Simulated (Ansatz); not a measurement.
We consider corundum (α-Al2O3), described by r²SCAN in Ansatz (PAW).

Numerical settings: plane-wave cutoff 560 eV, 8×8×8 k mesh, Fermi–Dirac smearing 0.01 eV, scalar-relativistic PAW data made under PBE.

The cell is scaled about its equilibrium volume:

Shape and atoms are relaxed at each volume.

| V (Å³/atom) | P (GPa) | direct gap at Γ (eV) | c (Å) | a (Å) |
|---|---|---|---|---|
| 8.155 | 11.33 | 7.662 | 12.808 | 4.697 |
| 8.325 | 5.38 | 7.395 | 12.901 | 4.728 |
| 8.495 | 0.00 | 7.139 | 12.995 | 4.759 |
| 8.665 | -4.88 | 6.890 | 13.087 | 4.789 |
| 8.835 | -9.30 | 6.649 | 13.177 | 4.819 |

A straight line through the gaps at Γ against ln V gives a volume deformation potential dE_g(Γ)/d ln V of -12.7 eV: the gap at Γ widens under compression.

Ansatz is a first-principles code.
